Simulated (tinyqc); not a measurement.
Worked calculation: UKS/LDA (VWN5) in the sto-3g basis, for CH2, spin multiplicity 3. One step of it, computed by the program tinyqc.

Question. Orthogonalisation. S = U s U^T; canonical form X = U s^(-1/2), so that X^T S X = 1. Each column of U has its largest component positive (the first on a tie).

overlap S:
```
           1C 1s     1C 2s    1C 2px     1C 2py    1C 2pz     2H 1s      3H 1s
1C 1s   1.000000  0.248362  0.000000   0.000000  0.000000  0.052270   0.043097
1C 2s   0.248362  1.000000  0.000000   0.000000  0.000000  0.448397   0.403636
1C 2px  0.000000  0.000000  1.000000   0.000000  0.000000  0.000000   0.000000
1C 2py  0.000000  0.000000  0.000000   1.000000  0.000000  0.366250  -0.339818
1C 2pz  0.000000  0.000000  0.000000   0.000000  1.000000  0.244545   0.227200
2H 1s   0.052270  0.448397  0.000000   0.366250  0.244545  1.000000   0.117747
3H 1s   0.043097  0.403636  0.000000  -0.339818  0.227200  0.117747   1.000000
```

Give: eigenvalues of S; X.

Answer.

eigenvalues of S: 0.3392  0.4450  0.8705  1.0000  1.1013  1.4420  1.8020

X:
```
              1        2        3       4        5        6       7
1C 1s   -0.3032   0.0927   0.7645  0.0000  -0.5993  -0.0164  0.1830
1C 2s    1.1059  -0.2454  -0.3327  0.0000  -0.2979  -0.0313  0.4487
1C 2px   0.0000   0.0000   0.0000  1.0000   0.0000   0.0000  0.0000
1C 2py   0.2803   0.9654  -0.0045  0.0000   0.0082   0.6210  0.0367
1C 2pz   0.5466  -0.1232   0.6277  0.0000   0.6489  -0.0188  0.2168
2H 1s   -0.9910  -0.5923  -0.1653  0.0000   0.1355   0.3580  0.3955
3H 1s   -0.5230   0.9384  -0.1799  0.0000   0.1435  -0.4219  0.3396
```
